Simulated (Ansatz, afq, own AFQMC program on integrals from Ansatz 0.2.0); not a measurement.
Two steps: Ansatz 0.2.0 writes the Fock matrix and Cholesky factors of the valence space, and afq projects on them the lowest state that overlaps trial and start.

```yaml
crystal:
  periodic: [false, false, false]
  atoms:
    - {symbol: O, position_ang: [0.000000, 0.001105, 0.695061]}
    - {symbol: C, position_ang: [0.000000, 0.009438, -0.660775]}
    - {symbol: H, position_ang: [0.868643, -0.569422, -1.021453]}
    - {symbol: H, position_ang: [0.000000, 1.008845, -1.116196]}
    - {symbol: H, position_ang: [-0.868643, -0.569422, -1.021453]}
basis:
  gaussian: {orbitals: cc-pVDZ}
magnetization: {spin_polarized: true, initial_magnetization: 3}
correlation: {method: ccsd_t, electrons: outside_noble_gas, hamiltonian_folder: ham}
```

```sh
$ ansatz run in.yaml --threads 1 --pin off --events-out ev --progress --plain --max-ram 1382MiB
```

Options of the walk:

```
--method phaseless --trial hf --walkers 120 --populations 1 --least-time 40 --time-step 0.005 --steps-per-block 20 --equilibration-blocks 112 --max-blocks 600 --target-error 0.00129 --factor-cut 1e-05 --start spin_pure --seed 9099 --taylor-order 6
```

Times are imaginary, in 1/Eh. The walk had a cap of 1959 s.

afq prints:

```
orbitals 41  electrons 8 5  factors 330 of 415
reference energy -114.12570903 Eh
CCSD correlation -0.32098790 Eh in 14 cycles, weight of the determinant in the CISD state 0.8454
energy of the start -114.126699 Eh
 block  time / (1/Eh)  mean weight  energy / Eh
     1     0.100  1.0002  -114.214501
     2     0.200  1.0031  -114.279092
     3     0.300  1.0014  -114.321078
     4     0.400  1.0032  -114.352791
     5     0.500  1.0029  -114.380654
     7     0.700  1.0010  -114.393113
     9     0.900  1.0006  -114.392979
    18     1.800  0.9996  -114.450856
    52     5.200  1.0000  -114.471737
    86     8.600  1.0018  -114.456340
   120    12.000  0.9981  -114.455591
   137    13.700  0.9999  -114.424882
   154    15.400  1.0016  -114.475825
   188    18.800  0.9999  -114.478718
   222    22.200  1.0006  -114.462133
   256    25.600  0.9968  -114.440846
   290    29.000  0.9994  -114.498685
   324    32.400  0.9984  -114.441532
   358    35.800  0.9993  -114.491224
   392    39.200  0.9982  -114.467889
   426    42.600  0.9992  -114.442983
   460    46.000  0.9976  -114.452844
   494    49.400  1.0017  -114.495947
   528    52.800  0.9994  -114.474086
   562    56.200  1.0012  -114.491379
   596    59.600  0.9993  -114.460315
   630    63.000  1.0000  -114.452476
   664    66.400  1.0005  -114.494768
   681    68.100  1.0006  -114.528615
   698    69.800  1.0011  -114.459674
blocks merged  error / Eh  count
     1  0.000959  600
     2  0.001241  300
     4  0.001573  150
     8  0.001903  75
    16  0.002276  37
    32  0.002171  18
    64  0.001579  9
energy -114.462552 +/- 0.002276 Eh
(rows thinned)
```

The run passed its tests (sampling time, drift between the halves within three errors, error under three times the target), which doesn't prove that it has relaxed.

Against this walk (error 61.9 meV) on the same determinant: CCSD(T) 128.8 meV higher, a separate phaseless walk with a CISD trial and standard settings 99.1 ± 65.9 meV higher (within the noise). The error is statistical and leaves out the bias of the constraint. None of these is a sure reference here.

Cautions: constraint bias not in the error; error above the target (61.9 against 35.1 meV); another spin lies lower; raised T1 diagnostic (T1 0.045, weight of the determinant 0.85, largest double 0.06); the bias of populations of 120 walkers isn't removed.

The walk took 4.1 min on 1 thread of Intel(R) Xeon(R) 6975P-C (Granite Rapids), with other jobs on the host. The log's last line is the phaseless energy.

A walk keeps the symmetry of its determinant, which the program's search chose and which needn't be the lowest solution, so a lower state of the same spin and another symmetry isn't excluded.
